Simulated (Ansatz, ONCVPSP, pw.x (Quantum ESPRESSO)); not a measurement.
# What a changed setting does to a pw.x run (bcc Ba)

Potential: optimised norm-conserving Vanderbilt (ONCV), ONCVPSP 4.0.1.1 (patched build), PBE; core [Kr] 4d10, reference 5s2 5p6 6s2; waves: 5s+6s: rc 2.55 bohr, ncon 4, nbas 7, qcut 4.7 1/bohr, 2 projectors; 5p: rc 2.85 bohr, ncon 4, nbas 8, qcut 3.9 1/bohr, 2 projectors, debl 1.8 Ha; d scattering state at 0.03 Ha: rc 2.75 bohr, ncon 5, nbas 8, qcut 3.5 1/bohr, 1 projector; local part: polynomial inside 2.10 bohr (lpopt 3, dvloc0 4 Ha); core correction: Teter function, fcfact 2.25, rcfact 1.05. In the d channel the program set the typed energies aside and used 0.050 Ha.

The reference run (k-mesh 9³, cutoffs 50/200 Ry, Fermi–Dirac 0.01 Ry, mixing_beta 0.4, conv_thr 1e-9, no spin) gives 0.04 GPa at 63.608 Å³/atom, where all-electron LAPW gives 0.01 GPa. This run, with its own iteration cap, changes k-mesh points per axis to 1, a wrong or extreme entry chosen on purpose.

```
&control
  calculation='scf', prefix='x', pseudo_dir='./', outdir='./tmp', tstress=.true., disk_io='none'
/
&system
  ibrav=0, nat=1, ntyp=1, ecutwfc=50, ecutrho=200, nbnd=12,
  occupations='smearing', smearing='fd', degauss=0.01
/
&electrons
  conv_thr=1e-09, mixing_beta=0.4, electron_maxstep=70
/
ATOMIC_SPECIES
Ba 1.0 Ba.UPF
CELL_PARAMETERS angstrom
  -2.51468688 2.51468688 2.51468688
  2.51468688 -2.51468688 2.51468688
  2.51468688 2.51468688 -2.51468688
ATOMIC_POSITIONS crystal
Ba 0.0000 0.0000 0.0000
K_POINTS automatic
1 1 1 0 0 0
```

```bash
pw.x < Ba.scf.in > Ba.scf.out
```

**Question.** How does the run end?

**Answer.** It converges in 6 iterations; the free energy moves by -2.87 eV/atom and the pressure by +4.94 GPa. The result is not a property of the crystal.

```
Message from routine setup:
     using ibrav=0 with symmetry is DISCOURAGED, use correct ibrav instead
     lattice parameter (alat)  =       8.2308  a.u.
     unit-cell volume          =     429.2481 (a.u.)^3
     number of electrons       =        10.00
     number of Kohn-Sham states=           12
     kinetic-energy cutoff     =      50.0000  Ry
     charge density cutoff     =     200.0000  Ry
     scf convergence threshold =      1.0E-09
     Exchange-correlation= PBE
     number of k points=     1  Fermi-Dirac smearing, width (Ry)=  0.0100
     iteration #  1     ecut=    50.00 Ry     beta= 0.40
     total energy              =     -52.95092916 Ry
     estimated scf accuracy    <       0.00132950 Ry
     iteration #  2     ecut=    50.00 Ry     beta= 0.40
     total energy              =     -52.95109034 Ry
     estimated scf accuracy    <       0.00048169 Ry
     iteration #  3     ecut=    50.00 Ry     beta= 0.40
     total energy              =     -52.95111017 Ry
     estimated scf accuracy    <       0.00000238 Ry
     iteration #  4     ecut=    50.00 Ry     beta= 0.40
     total energy              =     -52.95111085 Ry
     estimated scf accuracy    <       0.00000005 Ry
     iteration #  5     ecut=    50.00 Ry     beta= 0.40
     total energy              =     -52.95111086 Ry
     estimated scf accuracy    <          1.2E-09 Ry
     iteration #  6     ecut=    50.00 Ry     beta= 0.40
     the Fermi energy is     5.1121 ev
!    total energy              =     -52.95111086 Ry
     estimated scf accuracy    <          9.0E-11 Ry
     smearing contrib. (-TS)   =      -0.00000006 Ry
     The total energy is F=E-TS. E is the sum of the following terms:
     one-electron contribution =     -15.12854072 Ry
     hartree contribution      =       9.16209673 Ry
     xc contribution           =      -8.69362897 Ry
     ewald contribution        =     -38.29103783 Ry
     convergence has been achieved in   6 iterations
          total   stress  (Ry/bohr**3)                   (kbar)     P=       49.78
     Message from routine punch:
     Nothing written, as per user request (disk_io='none')
```

The run took about 1.4 s on one core of a shared host (Neoverse-N1, 64 threads, 124 GiB, load 54).
